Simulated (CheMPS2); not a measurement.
# CH4OSi (SMILES CO[SiH]): DMRG/STO-3G, part 1 of 2

What is the vertical electron affinity of CH4OSi at DMRG/STO-3G? 

Program for the calculation: CheMPS2 1.8.12.

3 further runs of the same task are left out: 2 that didn't finish, 1 set aside as unsound or not needed.

## 1. The structure to begin with

CH4OSi: 7 atoms, total charge 0, spin state singlet. SMILES: `CO[SiH]`. Geometry: relaxed at PBE0-D4/def2-TZVP. This is one conformer, not always the lowest.

Bond lengths: C1–O2 1.410 Å, O2–Si3 1.639 Å, C1–H4 1.092 Å, C1–H5 1.095 Å, C1–H6 1.092 Å, Si3–H7 1.552 Å. Angles: C1–O2–Si3 130.6°, O2–C1–H4 109.2°, O2–C1–H5 110.9°, O2–C1–H6 109.2°, O2–Si3–H7 97.1°, H4–C1–H5 109.5°, H4–C1–H6 108.5°, H5–C1–H6 109.5°.

## 2. A single-point energy at DMRG/STO-3G

integrals.py reads:

```python
from pyscf import ao2mo, cc, dft, gto, mcscf, mp, scf
from pyscf.tools import fcidump

mol = gto.M(atom=[
    ("C", (-0.512400, 0.485500, -0.338500)),
    ("O", (-0.443200, -0.446500, 0.717600)),
    ("Si", (0.796900, -1.387300, 1.229900)),
    ("H", (-1.296400, 0.180800, -1.035500)),
    ("H", (0.443800, 0.547500, -0.868700)),
    ("H", (-0.769300, 1.467500, 0.065400)),
    ("H", (1.841700, -0.915600, 0.184100)),
], basis="sto-3g", charge=0, verbose=3, max_memory=2000)
print("basis functions = %d" % (mol.nao))
mf = scf.RHF(mol)
mf.conv_tol = 1e-10
mf.max_cycle = 200
mf.kernel()
if not mf.converged:
    mf = mf.newton().run(mf.mo_coeff, mf.mo_occ)
print(f"E(HF) = {mf.e_tot:.10f}")
# MP2, CCSD and CCSD(T) with the same frozen core
ref = mf
pt = mp.MP2(ref, frozen=7).run()
mycc = cc.CCSD(ref, frozen=7)
mycc.max_cycle = 150
mycc.kernel()
print(f"E(MP2) = {pt.e_tot:.10f}")
if mycc.converged:
    print("CCSD total energy = %.10f" % (mycc.e_tot))
    print(f"E(CCSD(T)) = {mycc.e_tot + mycc.ccsd_t():.10f}")
    print(f"T1 = {mycc.get_t1_diagnostic():.4f}")
# a few density functionals on the same geometry and basis
ks = dft.RKS(mol, xc="bhandhlyp").set(conv_tol=1e-9, verbose=3).run()
if ks.converged:
    print("E(BHLYP) = %.8f" % (ks.e_tot))
ks = dft.RKS(mol, xc="hse06").set(conv_tol=1e-9, verbose=3).run()
if ks.converged:
    print(f"E(HSE06) = {ks.e_tot:.8f}")
ks = dft.RKS(mol, xc="revpbe").set(conv_tol=1e-9, verbose=3).run()
if ks.converged:
    print(f"E(revPBE) = {ks.e_tot:.8f}")
ks = dft.RKS(mol, xc="wb97x").set(conv_tol=1e-9, verbose=3).run()
if ks.converged:
    print("E(wB97X) = %.8f" % (ks.e_tot))
ks = dft.RKS(mol, xc="tpssh").set(conv_tol=1e-9, verbose=3).run()
if ks.converged:
    print("E(TPSSh) = %.8f" % (ks.e_tot))
# CCSD natural orbitals
occ_no, mo = mcscf.addons.make_natural_orbitals(cc.CCSD(mf, frozen=7).run())
mf.mo_coeff = mo
# FCIDUMP for the DMRG program
cas = mcscf.CASCI(mf, 16, 18)
h1, ecore = cas.get_h1eff()
fcidump.from_integrals("FCIDUMP", h1, cas.get_h2eff(), 16, 18, nuc=ecore, ms=0)
```

dmrg.input reads:

```
FCIDUMP = FCIDUMP
GROUP = 0
MULTIPLICITY = 1
NELECTRONS = 18
IRREP = 0
EXCITATION = 0
SWEEP_STATES = 25, 50, 100, 200, 200
SWEEP_ENERGY_CONV = 1e-04, 1e-04, 1e-04, 1e-04, 1e-06
SWEEP_MAX_SWEEPS = 4, 2, 2, 3, 6
SWEEP_NOISE_PREFAC = 0.5, 0.05, 0.05, 0.005, 0.0
SWEEP_DVDSON_RTOL = 3e-05, 3e-05, 3e-05, 3e-05, 3e-06
NOCC = 0
NACT = 16
NVIR = 0
MOLCAS_FIEDLER = TRUE
PRINT_CORR = TRUE
TMP_FOLDER = .
```

Started as:

```bash
$ python integrals.py && chemps2 --file=dmrg.input
```

What it wrote:

```text
$ python integrals.py
basis functions = 23
converged SCF energy = -399.133024340312
E(HF) = -399.1330243403
E(RMP2) = -399.260323532664  E_corr = -0.127299192351932
E(SCS-RMP2) = -399.270594891937  E_corr = -0.13757055162535
E(CCSD) = -399.2980061929471  E_corr = -0.1649818526355571
E(MP2) = -399.2603235327
CCSD total energy = -399.2980061929
CCSD(T) correction = -0.00519404028476934
E(CCSD(T)) = -399.3032002332
T1 = 0.0224
converged SCF energy = -400.24623658548
E(BHLYP) = -400.24623659
converged SCF energy = -400.086142684777
E(HSE06) = -400.08614268
converged SCF energy = -400.208308210416
E(revPBE) = -400.20830821
converged SCF energy = -400.26938721743
E(wB97X) = -400.26938722
converged SCF energy = -400.336927581382
E(TPSSh) = -400.33692758
E(CCSD) = -399.2980061929471  E_corr = -0.1649818526355571

$ chemps2 --file=dmrg.input

Running chemps2 version 1.8.12 () with the following options:

   FCIDUMP            = FCIDUMP
   GROUP              = c1
   MULTIPLICITY       = 1
   NELECTRONS         = 18
   IRREP              = A
   EXCITATION         = 0
   SWEEP_STATES       = [ 25 ; 50 ; 100 ; 200 ; 200 ]
   SWEEP_ENERGY_CONV  = [ 0.0001 ; 0.0001 ; 0.0001 ; 0.0001 ; 1e-06 ]
   SWEEP_MAX_SWEEPS   = [ 4 ; 2 ; 2 ; 3 ; 6 ]
   SWEEP_NOISE_PREFAC = [ 0.5 ; 0.05 ; 0.05 ; 0.005 ; 0 ]
   SWEEP_DVDSON_RTOL  = [ 3e-05 ; 3e-05 ; 3e-05 ; 3e-05 ; 3e-06 ]
   NOCC               = [ 0 ]
   NACT               = [ 16 ]
   NVIR               = [ 0 ]
   MOLCAS_2RDM        =
   MOLCAS_3RDM        =
   MOLCAS_F4RDM       =
   MOLCAS_FOCK        =
   MOLCAS_FIEDLER     = TRUE
   MOLCAS_MPS         = FALSE
   MOLCAS_STATE_AVG   = FALSE
   PRINT_CORR         = TRUE
   TMP_FOLDER         = .

CheMPS2::Hamiltonian : Reading FCIDUMP file FCIDUMP
CheMPS2::Hamiltonian : Finished reading FCIDUMP file FCIDUMP
   EdmistonRuedenberg::FiedlerGlobal : Cost function at start = 290.544821572795
   EdmistonRuedenberg::FiedlerGlobal : Cost function at end   = 148.078312284956
   EdmistonRuedenberg::FiedlerGlobal : Reordering = [ 10, 8, 9, 5, 7, 12, 0, 11, 1, 6, 2, 3, 14, 4, 15, 13 ].

   CheMPS2: a spin-adapted implementation of DMRG for ab initio quantum chemistry

   Stats: nIt(DAVIDSON) = 11
Energy at sites (14, 15) is -392.580605396617
   Stats: nIt(DAVIDSON) = 19
Energy at sites (13, 14) is -393.463436001053
   Stats: nIt(DAVIDSON) = 16
Energy at sites (12, 13) is -393.617579841023
   Stats: nIt(DAVIDSON) = 20
Energy at sites (11, 12) is -394.312246260001
   Stats: nIt(DAVIDSON) = 12
Energy at sites (10, 11) is -395.258243564336
   Stats: nIt(DAVIDSON) = 14
Energy at sites (9, 10) is -395.303760975312
   Stats: nIt(DAVIDSON) = 25
Energy at sites (8, 9) is -395.891372609051
   Stats: nIt(DAVIDSON) = 22
Energy at sites (7, 8) is -396.358907746588
   Stats: nIt(DAVIDSON) = 22
Energy at sites (6, 7) is -397.493284000327
   Stats: nIt(DAVIDSON) = 17
Energy at sites (5, 6) is -397.896827189555
   Stats: nIt(DAVIDSON) = 13
Energy at sites (4, 5) is -398.488524295566
   Stats: nIt(DAVIDSON) = 17
Energy at sites (3, 4) is -399.142285436403
   Stats: nIt(DAVIDSON) = 12
Energy at sites (2, 3) is -399.229970263886
   Stats: nIt(DAVIDSON) = 2
Energy at sites (1, 2) is -399.229968982547
******************************************************************
***  Information on left sweep 0 of instruction 0:
***     Elapsed wall time        = 24.4939 seconds
***     Minimum energy           = -399.229970263886
***     Maximum discarded weight = 0
******************************************************************
   Stats: nIt(DAVIDSON) = 1
Energy at sites (0, 1) is -399.229968982546
   Stats: nIt(DAVIDSON) = 1
Energy at sites (1, 2) is -399.229968982546
   Stats: nIt(DAVIDSON) = 4
Energy at sites (2, 3) is -399.229970264129
   Stats: nIt(DAVIDSON) = 9
Energy at sites (3, 4) is -399.231509387103
   Stats: nIt(DAVIDSON) = 10
Energy at sites (4, 5) is -399.238620976264
   Stats: nIt(DAVIDSON) = 7
Energy at sites (5, 6) is -399.240073193736
   Stats: nIt(DAVIDSON) = 9
Energy at sites (6, 7) is -399.248630749005
   Stats: nIt(DAVIDSON) = 8
Energy at sites (7, 8) is -399.252847239691
   Stats: nIt(DAVIDSON) = 8
Energy at sites (8, 9) is -399.255982271902
   Stats: nIt(DAVIDSON) = 8
Energy at sites (9, 10) is -399.262587462639
   Stats: nIt(DAVIDSON) = 6
Energy at sites (10, 11) is -399.264395251509
   Stats: nIt(DAVIDSON) = 7
Energy at sites (11, 12) is -399.278006542801
   Stats: nIt(DAVIDSON) = 5
Energy at sites (12, 13) is -399.277846590952
[... 5 lines left out ...]
***     Minimum energy           = -399.278006542801
***     Maximum discarded weight = 0.000228866095742359
[... 6 lines left out ...]
***     Minimum energy           = -399.284828840799
***     Maximum discarded weight = 0.000355147724261969
[... 5 lines left out ...]
***     Minimum energy           = -399.286867327866
***     Maximum discarded weight = 0.000341149296118803
[... 6 lines left out ...]
***     Minimum energy           = -399.289315267896
***     Maximum discarded weight = 0.000373791828511345
[... 5 lines left out ...]
***     Minimum energy           = -399.289616869805
***     Maximum discarded weight = 0.000470157918897481
[... 6 lines left out ...]
***     Minimum energy           = -399.290290024764
***     Maximum discarded weight = 0.000511137383983798
[... 5 lines left out ...]
***     Minimum energy           = -399.290172943766
***     Maximum discarded weight = 0.000422546534568826
[... 7 lines left out ...]
***     Maximum discarded weight during the last sweep     = 0.000422546534568826
[... 5 lines left out ...]
***     Minimum energy           = -399.295142860148
***     Maximum discarded weight = 3.07642984116463e-05
[... 5 lines left out ...]
***     Minimum energy           = -399.297066531959
***     Maximum discarded weight = 5.61033238284131e-05
[... 6 lines left out ...]
***     Minimum energy           = -399.297983536617
***     Maximum discarded weight = 8.41234439729138e-05
[... 5 lines left out ...]
***     Minimum energy           = -399.298094979162
***     Maximum discarded weight = 9.11140956746189e-05
[... 7 lines left out ...]
***     Maximum discarded weight during the last sweep     = 9.11140956746189e-05
[... 5 lines left out ...]
***     Minimum energy           = -399.300383722382
***     Maximum discarded weight = 8.18082287710603e-06
[... 5 lines left out ...]
***     Minimum energy           = -399.301784262523
***     Maximum discarded weight = 2.41712665782552e-05
[... 6 lines left out ...]
***     Minimum energy           = -399.302290855831
***     Maximum discarded weight = 3.31702305038543e-05
[... 5 lines left out ...]
***     Minimum energy           = -399.302333044327
***     Maximum discarded weight = 3.34038532478574e-05
[... 7 lines left out ...]
***     Maximum discarded weight during the last sweep     = 3.34038532478574e-05
[... 5 lines left out ...]
***     Minimum energy           = -399.303160939923
***     Maximum discarded weight = 3.32828792098014e-06
[... 5 lines left out ...]
***     Minimum energy           = -399.30337784483
***     Maximum discarded weight = 9.36452935400054e-06
[... 6 lines left out ...]
***     Minimum energy           = -399.303416980797
***     Maximum discarded weight = 1.06020572709513e-05
[... 5 lines left out ...]
***     Minimum energy           = -399.303428705138
***     Maximum discarded weight = 1.10429112711676e-05
[... 7 lines left out ...]
***     Maximum discarded weight during the last sweep     = 1.10429112711676e-05
[... 5 lines left out ...]
***     Minimum energy           = -399.303430575772
***     Maximum discarded weight = 1.11425332847083e-05
[... 5 lines left out ...]
***     Minimum energy           = -399.303431678121
***     Maximum discarded weight = 1.10971116071089e-05
[... 6 lines left out ...]
***     Minimum energy           = -399.303432067014
***     Maximum discarded weight = 1.11402579438656e-05
[... 5 lines left out ...]
***     Minimum energy           = -399.303432266738
***     Maximum discarded weight = 1.1144082831396e-05
[... 6 lines left out ...]
***     Minimum energy encountered during the last sweep   = -399.303432266738
***     Maximum discarded weight during the last sweep     = 1.1144082831396e-05
******************************************************************
********************************************
***  2-RDM and Correlations calculation  ***
********************************************
   N(N-1)                     = 306
   Double trace of DMRG 2-RDM = 306
   Econst + 0.5 * trace(2DM-A * Ham) = -399.303391234147
   NOON of irrep A = [ 1.99714715711016 , 1.98519487103254 , 1.98308439407097 , 1.97668339152029 , 1.97452600844103 , 1.97122697295467 , 1.96631155696399 , 1.95958297190575 , 1.95299020687816 , 0.0630830935910341 , 0.0378855902273576 , 0.0339955635773778 , 0.0301394921257052 , 0.0237381086007373 , 0.0236378398163585 , 0.0207727811838471 ].
   Single-orbital entropies (Hamiltonian index order is used!) = [ 0.01933684886529 , 0.0877659240600362 , 0.0917568828865226 , 0.130950123357289 , 0.114355592102846 , 0.140347185347997 , 0.171196353631629 , 0.159208729761944 , 0.177826158216689 , 0.21162340080322 , 0.121131762985181 , 0.142209444566652 , 0.145055821082187 , 0.108057178473536 , 0.11372749068529 , 0.101491355084674 ].
   Idistance(0) = 1.33350735162056
   Idistance(1) = 4.82237144056784
   Idistance(2) = 26.0004899486798
***************************************************
***  Timing information 2-RDM and Correlations  ***
***************************************************
***     Elapsed wall time        = 3.827407 seconds
***************************************************
--------------------------------------------------------
Spin correlation function = 4 * ( < S_i^z S_j^z > - < S_i^z > * < S_j^z > )
Hamiltonian index order is used!

   Columns 1 to 8

    0.001890   -0.000098   -0.000024   -0.000089   -0.000045   -0.000049   -0.000185   -0.000059
   -0.000098    0.012775   -0.001281   -0.000899   -0.001243   -0.001769   -0.001188   -0.001162
   -0.000024   -0.001281    0.013289   -0.001908   -0.002830   -0.000912   -0.001932   -0.001411
[... 12 lines of this table left out ...]
   -0.000015   -0.000335   -0.001870    0.000540    0.000582   -0.000038    0.000142    0.000021

   Columns 9 to 16

   -0.000158   -0.000127   -0.000540   -0.000017    0.000001   -0.000001   -0.000485   -0.000015
   -0.001235    0.000918   -0.000551   -0.000869   -0.002745    0.000172   -0.000490   -0.000335
   -0.000984    0.000367   -0.000048   -0.000046   -0.001317    0.000602    0.000303   -0.001870
[... 12 lines of this table left out ...]
    0.000059   -0.000003   -0.000051   -0.000889   -0.000395   -0.005665   -0.004096    0.012013

--------------------------------------------------------
Spin-flip correlation function = < S_i^+ S_j^- > + < S_i^- S_j^+ >
Hamiltonian index order is used!

   Columns 1 to 8

    0.001890   -0.000098   -0.000024   -0.000089   -0.000045   -0.000049   -0.000185   -0.000059
   -0.000098    0.012775   -0.001281   -0.000899   -0.001243   -0.001769   -0.001188   -0.001162
   -0.000024   -0.001281    0.013289   -0.001908   -0.002830   -0.000912   -0.001932   -0.001411
[... 12 lines of this table left out ...]
   -0.000015   -0.000335   -0.001870    0.000540    0.000582   -0.000038    0.000142    0.000021

   Columns 9 to 16

   -0.000158   -0.000127   -0.000540   -0.000017    0.000001   -0.000001   -0.000485   -0.000015
   -0.001235    0.000918   -0.000551   -0.000869   -0.002745    0.000172   -0.000490   -0.000335
   -0.000984    0.000367   -0.000048   -0.000046   -0.001317    0.000602    0.000303   -0.001870
[... 12 lines of this table left out ...]
    0.000059   -0.000003   -0.000051   -0.000889   -0.000395   -0.005665   -0.004096    0.012013

--------------------------------------------------------
Density correlation function = < n_i n_j > - < n_i > * < n_j >
Hamiltonian index order is used!

   Columns 1 to 8

    0.003876    0.000153    0.000109    0.000250    0.000062    0.000129    0.000475    0.000511
    0.000153    0.018094    0.001344    0.001891    0.001343    0.001890    0.003180    0.002009
    0.000109    0.001344    0.019446    0.002400    0.003043    0.001058    0.002642    0.001741
[... 12 lines of this table left out ...]
   -0.000056   -0.002484   -0.011540   -0.005439   -0.009526   -0.001896   -0.006180   -0.003471

   Columns 9 to 16

    0.000235   -0.000890   -0.000736   -0.001694   -0.001631   -0.000097   -0.000697   -0.000056
    0.001319   -0.007023   -0.002456   -0.006778   -0.008452   -0.001231   -0.002798   -0.002484
    0.001043   -0.003588   -0.001081   -0.003293   -0.004432   -0.004763   -0.004129   -0.011540
[... 12 lines of this table left out ...]
   -0.000409    0.000045    0.000110    0.001154    0.000419    0.005878    0.004292    0.029103

--------------------------------------------------------
Singlet diradical correlation function = < d_i,up d_j,down > + < d_i,down d_j,up > - < d_i,up > * < d_j,down > - < d_i,down > * < d_j,up >
Hamiltonian index order is used!

   Columns 1 to 8

   -0.000002    0.000126    0.000067    0.000164    0.000056    0.000090    0.000318    0.000281
    0.000126   -0.000082    0.001297    0.001338    0.001276    0.001804    0.002013    0.001529
    0.000067    0.001297   -0.000088    0.002102    0.002893    0.000968    0.002204    0.001541
[... 12 lines of this table left out ...]
    0.000028    0.000837    0.003935    0.001278    0.002358    0.000482    0.001501    0.000769

   Columns 9 to 16

    0.000199    0.000388    0.000592    0.000399    0.000315    0.000039    0.000563    0.000028
    0.001278    0.001359    0.000757    0.001650    0.003362    0.000354    0.001142    0.000837
    0.001001    0.000519    0.000262    0.001112    0.001840    0.001415    0.001386    0.003935
[... 12 lines of this table left out ...]
    0.000104    0.000044    0.000079    0.000999    0.000406    0.005714    0.004143   -0.000072

--------------------------------------------------------
Two-orbital mutual information = 0.5 * ( s1(i) + s1(j) - s2(i,j) ) * ( 1 - delta(i,j) )
Hamiltonian index order is used!

   Columns 1 to 8

    0           0.000249    0.000124    0.000221    0.000088    0.000161    0.000514    0.000881
    0.000249    0           0.002235    0.001777    0.002115    0.004161    0.003145    0.002364
    0.000124    0.002235    0           0.003358    0.005984    0.001343    0.003308    0.002177
[... 12 lines of this table left out ...]
    0.000016    0.001761    0.017139    0.005163    0.013352    0.000858    0.005466    0.002007

   Columns 9 to 16

    0.000356    0.000941    0.001431    0.002094    0.001843    0.000039    0.001083    0.000016
    0.002230    0.006017    0.001722    0.006142    0.009860    0.000787    0.002300    0.001761
    0.001501    0.001747    0.000471    0.002908    0.003922    0.005879    0.004824    0.017139
[... 12 lines of this table left out ...]
    0.000083    0.000010    0.000058    0.001688    0.000404    0.015080    0.009443    0

--------------------------------------------------------
```

Run time: 4.3 min. Hardware: 1 thread of Arm Neoverse N1, shared host; peak memory 0.21 GiB.

(Continued in part 2 of 2.)
